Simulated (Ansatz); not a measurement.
# CH4O (SMILES CO): single points off equilibrium

A test off equilibrium: a structure displaced at random from a GFN2-xTB minimum is computed at several levels, and each is set against CCSD(T).

Program: Ansatz 0.2.0, Gaussian basis. Level of theory: single points in def2-TZVPP. These are calculated values, not measurements.

Cores are frozen in the correlated methods.

## (1) The system as given

6 atoms, charge 0, spin multiplicity 1.

Atoms are counted from 1 here; the program's logs count them from 0.

Bond lengths: C1–O2 1.443 Å, C1–H3 1.054 Å, C1–H4 1.205 Å, C1–H5 1.121 Å, O2–H6 1.079 Å. Angles: O2–C1–H3 108.7°, O2–C1–H4 109.1°, O2–C1–H5 112.5°, H3–C1–H4 111.8°, H3–C1–H5 107.7°, H4–C1–H5 107.0°, C1–O2–H6 107.5°.

Coordinates:

```
C    -0.1766   -0.2236   -0.2695
O    -0.2279    0.3024    1.0735
H    -0.9700   -0.9057   -0.3966
H     0.8952   -0.7447   -0.4478
H    -0.2861    0.5762   -1.0469
H     0.5817    1.0081    1.1763
```

## (2) CCSD(T)/def2-TZVPP

File run/in.yaml:

```yaml
crystal:
  periodic: [false, false, false]
  atoms:
    - {symbol: C, position_ang: [-0.176600, -0.223600, -0.269500]}
    - {symbol: O, position_ang: [-0.227900, 0.302400, 1.073500]}
    - {symbol: H, position_ang: [-0.970000, -0.905700, -0.396600]}
    - {symbol: H, position_ang: [0.895200, -0.744700, -0.447800]}
    - {symbol: H, position_ang: [-0.286100, 0.576200, -1.046900]}
    - {symbol: H, position_ang: [0.581700, 1.008100, 1.176300]}
basis:
  gaussian: {orbitals: def2-TZVPP}
correlation: {method: ccsd_t}
output: {forces: true}
```

The command line of these runs was not kept.

## (3) PBE0-D4/def2-TZVPP

Changes to run/in.yaml since step 2:

```diff
@@ -11,3 +11,3 @@
   gaussian: {orbitals: def2-TZVPP}
-correlation: {method: ccsd_t}
-output: {forces: true}
+hamiltonian: {xc: pbe0, dispersion: d4}
+output: {forces: true, orbitals: {seedname: orbitals}}
```

## (4) wB97M-V/def2-TZVPP

Changes to run/in.yaml since step 3:

```diff
@@ -11,3 +11,3 @@
   gaussian: {orbitals: def2-TZVPP}
-hamiltonian: {xc: pbe0, dispersion: d4}
-output: {forces: true, orbitals: {seedname: orbitals}}
+hamiltonian: {xc: {name: wB97M-V}}
+output: {forces: true}
```

## (5) r2SCAN-D4/def2-TZVPP

Changes to run/in.yaml since step 4:

```diff
@@ -11,3 +11,3 @@
   gaussian: {orbitals: def2-TZVPP}
-hamiltonian: {xc: {name: wB97M-V}}
+hamiltonian: {xc: r2scan, dispersion: d4}
 output: {forces: true}
```

## (6) PBE-D4/def2-TZVPP

Changes to run/in.yaml since step 5:

```diff
@@ -11,3 +11,3 @@
   gaussian: {orbitals: def2-TZVPP}
-hamiltonian: {xc: r2scan, dispersion: d4}
+hamiltonian: {xc: pbe, dispersion: d4}
 output: {forces: true}
```

## (7) wB97X-V/def2-TZVPP

Changes to run/in.yaml since step 6:

```diff
@@ -11,3 +11,3 @@
   gaussian: {orbitals: def2-TZVPP}
-hamiltonian: {xc: pbe, dispersion: d4}
+hamiltonian: {xc: {name: wB97X-V}}
 output: {forces: true}
```

## (8) BHLYP-D4/def2-TZVPP

Changes to run/in.yaml since step 7:

```diff
@@ -11,3 +11,3 @@
   gaussian: {orbitals: def2-TZVPP}
-hamiltonian: {xc: {name: wB97X-V}}
+hamiltonian: {xc: {name: BHLYP}, dispersion: d4}
 output: {forces: true}
```

(Steps that only read results are left out.)

Before running it: what results should come out? Wanted: energy less free atoms, CCSD(T)/def2-TZVPP; RMS force component; RMS force error; HOMO and LUMO, PBE0-D4; T1 diagnostic.

The runs gave:

```
                                  quantity                                                                                            value
energy less free atoms, CCSD(T)/def2-TZVPP                                                                                   -2047.3 kJ/mol
                       RMS force component                                                             1.580 to 1.894 eV/Å over the methods
                           RMS force error  PBE0-D4 0.151, wB97M-V 0.074, r2SCAN-D4 0.059, PBE-D4 0.206, wB97X-V 0.087, BHLYP-D4 0.290 eV/Å
                    HOMO and LUMO, PBE0-D4                                                                                -7.75 and 0.54 eV
                             T1 diagnostic                                                                                            0.010
```

**Reading.** Against CCSD(T) the functionals' energies less atoms differ by -90.8 to +33.8 kJ/mol, PBE-D4 by -90.8 kJ/mol. CCSD(T) in triple zeta still lacks some correlation energy of the bonds, so part of these gaps is its own basis error and they don't rank the functionals. For forces r2SCAN-D4 does best and BHLYP-D4 worst. Frozen-core CCSD(T) forces in triple zeta carry basis errors of their own, and this is one geometry, so small gaps rank nothing.
